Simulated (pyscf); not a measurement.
HO–SiH₂–AsH–OH (SMILES O[SiH2][AsH]O) → HO–AsH–OH (SMILES O[AsH]O) + SiH₂ (SMILES [SiH2]) [singlet], a 1,1-elimination (singlet surface; O–Si, As–Si broken, As–O formed). Single points on ωB97X-D3(BJ)/def2-SVP structures (PySCF, gas phase). Energies in kcal/mol from the reactant's lowest minimum found.

Small-basis levels: PySCF, no dispersion term, spherical d functions. AM1 to PM7: differences of heats of formation from MOPAC. GFN2-xTB: tblite. Cost: rough CPU time at the saddle relative to B3LYP/6-31G*+LANL2DZ, from one job on a shared machine.

```csv
level,barrier,reaction energy,cost
HF/STO-3G,…,+86.0,0.06
HF/6-31G*+LANL2DZ,75.2,+72.4,0.1
MP2/6-31G*+LANL2DZ,60.1,+72.4,0.1
BP86/6-31G*+LANL2DZ,51.9,+73.7,1
M06-2X/6-31G*+LANL2DZ,…,+74.0,2
B3LYP/6-311+G**+LANL2DZ,60.3,+73.8,2
B3LYP/def2-SVP,55.6,+71.4,2
GFN2-xTB,58.1,+75.4,under 0.02
PM6,56.9,+97.5,under 0.02
ωB97M-D3(BJ)/def2-TZVP,…,+74.1,–
```

Task: Fill in the missing entries.

Result: 
- HF/STO-3G, barrier: 82.5
- M06-2X/6-31G*+LANL2DZ, barrier: 57.1
- ωB97M-D3(BJ)/def2-TZVP, barrier: 61.3

Against the last row the barrier runs from -9.4 (BP86/6-31G*+LANL2DZ) to +21.3 kcal/mol (HF/STO-3G). ωB97M-D3(BJ)/def2-TZVP has limits of its own. On the product side the descent ends in an adduct with a O–Si contact, 20.8 kcal/mol under the separated species and 3.5 kcal/mol under the saddle at ωB97X-D3(BJ)/def2-TZVP. At ωB97M-D3(BJ) the saddle lies under the separated products, which points to a path from their complex (located at ωB97X-D3(BJ) alone), and parting the products costs more than the saddle. What is counted as broken (O–Si) persists as a longer contact in the product adduct; parting that adduct is a step of its own. At ωB97X-D3(BJ) the barrier from the zero used here is 65.3 kcal/mol. This is the saddle that the search found; another between the same sides may lie lower. In the def2 sets elements up to Kr have no core potential.
